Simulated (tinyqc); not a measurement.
CCSD on RHF in the sto-3g basis, for BH2+, spin multiplicity 1, step by step. One step of it, computed by the program tinyqc.

Task: CCSD: starting amplitudes. t_ij^ab = <ij||ab> / (e_i + e_j - e_a - e_b), whose energy is MP2.

orbital energies (hartree): MO1 -7.913163, MO2 -0.921856, MO3 -0.770624, MO4 -0.223886, MO5 -0.147241, MO6 0.136111, MO7 0.214722

Two-electron integrals over orbitals (pq|rs), unique and non-zero (hartree):
```
(11|11) 2.891939    (21|11) -0.259740   (21|21) 0.037124    (22|11) 0.614125
(22|21) -0.008659   (22|22) 0.459353    (31|31) 0.008505    (32|31) 0.013674
(32|32) 0.134081    (33|11) 0.534153    (33|21) -0.003461   (33|22) 0.445519
(33|33) 0.460732    (41|11) 0.148241    (41|21) -0.019205   (41|22) 0.012066
(41|33) 0.005736    (41|41) 0.025763    (42|11) -0.094273   (42|21) 0.006601
(42|22) 0.010588    (42|33) 0.015676    (42|41) 0.012062    (42|42) 0.074118
(43|31) -0.002280   (43|32) 0.030326    (43|43) 0.036367    (44|11) 0.682896
(44|21) -0.011399   (44|22) 0.434270    (44|33) 0.412318    (44|41) -0.009775
(44|42) -0.077530   (44|44) 0.551455    (51|51) 0.021642    (52|51) 0.022262
(52|52) 0.076175    (53|53) 0.017650    (54|51) -0.012227   (54|52) -0.034468
(54|54) 0.042178    (55|11) 0.742014    (55|21) -0.009581   (55|22) 0.467477
(55|33) 0.423037    (55|41) 0.005191    (55|42) -0.049229   (55|44) 0.495671
(55|55) 0.586773    (61|11) -0.177760   (61|21) 0.027298    (61|22) -0.001045
(61|33) 0.000074    (61|41) -0.003540   (61|42) 0.014417    (61|44) -0.017241
(61|55) -0.005210   (61|61) 0.027205    (62|11) 0.193157    (62|21) -0.005787
(62|22) 0.056226    (62|33) 0.014788    (62|41) 0.013892    (62|42) -0.005111
(62|44) 0.048301    (62|55) 0.100693    (62|61) 0.003253    (62|62) 0.086975
(63|31) 0.001293    (63|32) -0.062660   (63|43) -0.032832   (63|63) 0.075134
(64|11) 0.105915    (64|21) -0.000664   (64|22) 0.027129    (64|33) 0.000587
(64|41) 0.002732    (64|42) -0.017412   (64|44) 0.054349    (64|55) 0.053417
(64|61) 0.001466    (64|62) 0.051498    (64|64) 0.042262    (65|51) 0.014817
(65|52) 0.046741    (65|54) -0.009105   (65|65) 0.037718    (66|11) 0.592209
(66|21) -0.006585   (66|22) 0.460979    (66|33) 0.451199    (66|41) 0.020222
(66|42) 0.050374    (66|44) 0.402693    (66|55) 0.437543    (66|61) 0.006888
(66|62) 0.042991    (66|64) 0.014245    (66|66) 0.509597    (71|31) 0.012690
(71|32) 0.018717    (71|43) -0.003660   (71|63) 0.001811    (71|71) 0.019001
(72|31) 0.008404    (72|32) -0.009221   (72|43) -0.034856   (72|63) 0.049057
(72|71) 0.011912    (72|72) 0.054508    (73|11) 0.223606    (73|21) -0.005794
(73|22) 0.047582    (73|33) 0.023735    (73|41) 0.000037    (73|42) -0.058368
(73|44) 0.096441    (73|55) 0.113361    (73|61) -0.005763   (73|62) 0.070219
(73|64) 0.051103    (73|66) -0.000575   (73|73) 0.112655    (74|31) -0.008446
(74|32) -0.073636   (74|43) -0.004243   (74|63) 0.045717    (74|71) -0.012180
(74|72) 0.005522    (74|74) 0.060501    (75|53) 0.016445    (75|75) 0.018393
(76|31) 0.008620    (76|32) 0.109793    (76|43) 0.045602    (76|63) -0.076266
(76|71) 0.011888    (76|72) -0.038009   (76|74) -0.060824   (76|76) 0.118746
(77|11) 0.621996    (77|21) -0.008182   (77|22) 0.448961    (77|33) 0.462522
(77|41) 0.004407    (77|42) -0.002600   (77|44) 0.444597    (77|55) 0.446143
(77|61) -0.005203   (77|62) 0.015555    (77|64) 0.002552    (77|66) 0.460883
(77|73) 0.035732    (77|77) 0.489382
```

Give: Starting amplitudes; correlation energy.

Result:

Starting amplitudes (spin orbitals 1a, 1b, ...; amplitudes related by a flip of all spins are not repeated; the 24 largest):
```
from      to        t
3a 3b  7a 7b  -0.0572
2a 2b  4a 4b  -0.0531
2a 2b  5a 5b  -0.0492
3a 3b  6a 6b  -0.0414
2a 2b  6a 6b  -0.0411
2a 3b  4a 7b   0.0347
2a 3b  6a 7b  -0.0344
3a 3b  4a 4b  -0.0333
2a 3b  6b 7a   0.0240
2a 2b  7a 7b  -0.0240
3a 3b  4a 6b   0.0226
2a 3b  4b 7a  -0.0207
3a 3b  5a 5b  -0.0142
2a 3a  4a 7a   0.0140
2a 3a  6a 7a  -0.0104
2a 2b  4a 6b   0.0029
1a 2b  5a 5b  -0.0026
1a 1b  6a 6b  -0.0017
1a 1b  4a 4b  -0.0017
1a 2b  4b 6a   0.0016
1a 2b  4a 6b  -0.0016
1a 2b  4a 4b  -0.0014
1a 1b  5a 5b  -0.0014
1a 2b  7a 7b  -0.0013
```

correlation energy = -0.039302 hartree
